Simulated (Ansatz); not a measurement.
Si2H⁺. Charge 1, multiplicity 3. Geometry PBE0-D4/def2-TZVP; atoms count from 1.

Cartesian coordinates in Å:
```
Si 0.0602 0.0090 -0.2414
Si -0.4800 -0.0748 1.9282
H 0.4199 0.0658 -1.6868
```

The structure comes from a short search, and lower isomers may exist.

(1) Estimate the Mulliken populations from the PBE0/def2-TZVP orbitals of Ansatz.

(2) Where does the spin sit?

(3) And the Mayer bond orders between bonded heavy atoms (over 0.3)?

Answers

(1) 
```csv
atom,charge (e),spin (α − β)
Si1,0.37,1.20
Si2,0.47,0.81
H3,0.15,-0.01
```
Mulliken values and Mayer orders depend strongly on the basis.

(2) Summed by element: Si 2.01, H -0.01, of 2 unpaired in all. Largest on single atoms: Si1 1.20, Si2 0.81, H3 -0.01.

(3) Si1–Si2 1.79 (2.24 Å).
